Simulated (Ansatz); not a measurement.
**One shape, several levels: triplet CH6BN**

We compute a comparison of 6 runs (UHF/cc-pVDZ, U-revPBE/cc-pVDZ, UB3LYP/cc-pVDZ, UPBE/cc-pVDZ, RPA@PBE/cc-pVDZ, UCCSD/cc-pVDZ) of triplet CH6BN. 

The results are computed with Ansatz 0.2.0.

76 further runs of the same task are left out: 76 set aside as unsound or not needed.

### Step 1. The structure to begin with

CH6BN: 9 atoms, total charge 0, spin state triplet. SMILES of the parent species: `CBN`. Geometry: relaxed at PBE0-D4/def2-TZVP. That shape belongs to the parent species and isn't relaxed for this state.

Bond lengths: C1–B2 1.568 Å, B2–N3 1.392 Å, C1–H4 1.096 Å, C1–H5 1.095 Å, C1–H6 1.094 Å, B2–H7 1.202 Å, N3–H8 1.005 Å, N3–H9 1.007 Å. Some angles: C1–B2–N3 122.0°, C1–B2–H7 121.0°, N3–B2–H7 117.0°, B2–C1–H4 110.3°, B2–C1–H5 110.4°, B2–C1–H6 114.3°, B2–N3–H8 123.2°, B2–N3–H9 123.1°, H4–C1–H5 105.5°, H4–C1–H6 108.0°.

### Step 2. A single-point energy at UHF/cc-pVDZ (run 1)

in.yaml

```yaml
crystal:
  periodic: [false, false, false]
  atoms:
    - {symbol: C, position_ang: [-0.665300, 0.757700, -0.590300]}
    - {symbol: B, position_ang: [0.459400, -0.282900, -0.256200]}
    - {symbol: "N", position_ang: [0.592800, -0.842800, 1.010700]}
    - {symbol: H, position_ang: [-1.291900, 0.390800, -1.410600]}
    - {symbol: H, position_ang: [-0.224600, 1.692200, -0.954300]}
    - {symbol: H, position_ang: [-1.319900, 0.998900, 0.252300]}
    - {symbol: H, position_ang: [1.248800, -0.632800, -1.092800]}
    - {symbol: H, position_ang: [1.306200, -1.511000, 1.244900]}
    - {symbol: H, position_ang: [-0.016800, -0.616400, 1.779200]}
basis:
  gaussian:
    orbitals: cc-pVDZ
magnetization:
  spin_polarized: true
  initial_magnetization: 2
hamiltonian:
  xc: hf
accuracy: high
output: {orbitals: {seedname: orbitals}}
```

Command:

```
ansatz run in.yaml --threads 1 --pin off --max-ram 3480MiB --events-out events.jsonl --progress --plain --runs-dir runs
```

Standard output:

```text
Warning: RAYON_NUM_THREADS=1 ignored (pool sized by the plan → 1); use --threads N
Functional definition: HF
  name "HF"
  exchange = exact_x
  correlation = 0
1723 factors; integrals over basis functions are off by at most 3.1e-9 eV
mean field evaluation 1: about -3269.4772 eV, gradient 2.4e1 eV
mean field evaluation 2: about -3269.6015 eV, gradient 2.4e1 eV
mean field evaluation 4: about -3272.6142 eV, gradient 2.6e0 eV
mean field evaluation 8: about -3272.6975 eV, gradient 1.5e-1 eV
mean field evaluation 16: about -3272.6974 eV, gradient 4.7e-2 eV
mean field evaluation 32: about -3267.6977 eV, gradient 2.5e1 eV
mean field evaluation 64: about -3272.6849 eV, gradient 1.4e-1 eV
mean field evaluation 96: about -3274.4165 eV, gradient 7.6e-7 eV
mean field evaluation 128: about -3273.1001 eV, gradient 6.1e-1 eV
mean field evaluation 160: about -3273.9880 eV, gradient 7.5e0 eV
mean field evaluation 192: about -3269.3160 eV, gradient 2.1e0 eV
mean field -3274.41649303 eV, -120.3325866395 hartree, gradient 2.6e-8 eV, S^2 2.020736; 1 other end points of the search recorded, 0 dependent functions left out
reference -3274.41649303 eV, -120.3325866395 hartree; 13, 11 occupied and 59, 61 virtual orbitals, 1723 factors
Total energy: -3274.41649303 eV, -120.3325866395 hartree
```

Run time: 4.5 s. Hardware: 1 thread of Arm Neoverse V2, shared host; peak memory 0.23 GiB.

### Step 3. A single-point energy at U-revPBE/cc-pVDZ (run 2)

run.yaml

```yaml
crystal:
  periodic: [false, false, false]
  atoms:
    - symbol: C
      position_ang: [-0.665300, 0.757700, -0.590300]
    - symbol: B
      position_ang: [0.459400, -0.282900, -0.256200]
    - symbol: N
      position_ang: [0.592800, -0.842800, 1.010700]
    - symbol: H
      position_ang: [-1.291900, 0.390800, -1.410600]
    - symbol: H
      position_ang: [-0.224600, 1.692200, -0.954300]
    - symbol: H
      position_ang: [-1.319900, 0.998900, 0.252300]
    - symbol: H
      position_ang: [1.248800, -0.632800, -1.092800]
    - symbol: H
      position_ang: [1.306200, -1.511000, 1.244900]
    - symbol: H
      position_ang: [-0.016800, -0.616400, 1.779200]
basis:
  gaussian:
    orbitals: cc-pVDZ
hamiltonian:
  xc: {name: revPBE}
accuracy: high
magnetization:
  spin_polarized: true
  initial_magnetization: 2
output:
  orbitals: {seedname: orbitals}
```

Command:

```
ansatz run run.yaml --threads 1 --pin off --max-ram 3480MiB --events-out events.jsonl --progress --plain --runs-dir runs
```

Standard output:

```text
Warning: RAYON_NUM_THREADS=1 ignored (pool sized by the plan → 1); use --threads N
Functional definition: revPBE
  name "revPBE"
  parameter kappa = 1.245
  parameter beta = 0.06672455060314922
  exchange = pbe_x(kappa = kappa, mu = beta*pi^2/3)
  correlation = pbe_c(beta = beta)
1723 factors; integrals over basis functions are off by at most 3.1e-9 eV
mean field evaluation 1: about -3285.5084 eV, gradient 4.2e1 eV
mean field evaluation 2: about -3257.0288 eV, gradient 7.2e1 eV
mean field evaluation 4: about -3292.1955 eV, gradient 2.2e1 eV
mean field evaluation 8: about -3294.5667 eV, gradient 8.4e0 eV
mean field evaluation 16: about -3295.1430 eV, gradient 1.8e-1 eV
mean field evaluation 32: about -3294.3472 eV, gradient 9.7e0 eV
mean field -3295.14319409 eV, -121.0942788545 hartree, gradient 2.6e-8 eV, S^2 2.003808; 6 other end points of the search recorded, 0 dependent functions left out
reference -3295.14319836 eV, -121.0942790114 hartree; 13, 11 occupied and 59, 61 virtual orbitals, 1723 factors
Total energy: -3295.14319836 eV, -121.0942790114 hartree
```

Wall time 11 s (1 thread of Arm Neoverse V2, shared host); peak memory 0.24 GiB.

Runs 3 to 5 aren't shown in full; the table further down has their settings and results.

### Step 4. A single-point energy at UCCSD/cc-pVDZ (run 6)

run.yaml

```yaml
basis:
  gaussian:
    orbitals: cc-pVDZ
crystal:
  periodic: [false, false, false]
  atoms:
    - {symbol: C, position_ang: [-0.665300, 0.757700, -0.590300]}
    - {symbol: B, position_ang: [0.459400, -0.282900, -0.256200]}
    - {symbol: N, position_ang: [0.592800, -0.842800, 1.010700]}
    - {symbol: H, position_ang: [-1.291900, 0.390800, -1.410600]}
    - {symbol: H, position_ang: [-0.224600, 1.692200, -0.954300]}
    - {symbol: H, position_ang: [-1.319900, 0.998900, 0.252300]}
    - {symbol: H, position_ang: [1.248800, -0.632800, -1.092800]}
    - {symbol: H, position_ang: [1.306200, -1.511000, 1.244900]}
    - {symbol: H, position_ang: [-0.016800, -0.616400, 1.779200]}
accuracy: high
correlation:
  method: ccsd
  frozen_orbitals: {B: 1, C: 1, H: 0, "N": 1}
scf:
  omitted_lower_state_checks: [cluster_reference, increment]
magnetization:
  spin_polarized: true
  initial_magnetization: 2
```

Command:

```
ansatz run run.yaml --threads 1 --pin off --max-ram 3480MiB --events-out events.jsonl --progress --plain --runs-dir runs
```

Standard output:

```text
Warning: RAYON_NUM_THREADS=1 ignored (pool sized by the plan → 1); use --threads N
[... 17 lines left out ...]
3 core orbitals not correlated: weight in the atoms' cores, before any rotation towards them, 1.000 or more for the frozen orbitals, at most 0.000 for the correlated occupied ones
[... 34 lines left out ...]
Total energy: -3285.83308386 eV, -120.7521386141 hartree
Checks for a lower state left out: cluster_reference, increment
```

Run time: 30 s. Hardware: 1 thread of Arm Neoverse V2, shared host; peak memory 0.65 GiB.

### Step 5. Overview of the runs

```csv
run,level,frozen core orbitals,energy (Eh),HOMO energy (eV),⟨S²⟩,wall time
1,UHF/cc-pVDZ,–,-120.332587,-4.21,2.021,4.5 s
2,U-revPBE/cc-pVDZ,–,-121.094279,-0.64,2.004,11 s
3,UB3LYP/cc-pVDZ,–,-121.131541,-1.43,2.005,14 s
4,UPBE/cc-pVDZ,–,-120.955507,-0.65,2.003,13 s
5,RPA@PBE/cc-pVDZ,3,-120.978832,–,2.003,19 s
6,UCCSD/cc-pVDZ,3,-120.752139,–,2.021,30 s
```

### Step 6. Results

| quantity | value |
| --- | --- |
| run 6: total energy | -120.75214 Eh |
| run 6: correlation energy (3 core orbitals frozen) | -419.6 mEh |
| run 6: ⟨S²⟩ of the reference determinant | 2.021 |
| run 6: T1 diagnostic | 0.011 |

In words: Totals of different functionals can't be ranked against each other. All runs together took 92 s, the longest 30 s.
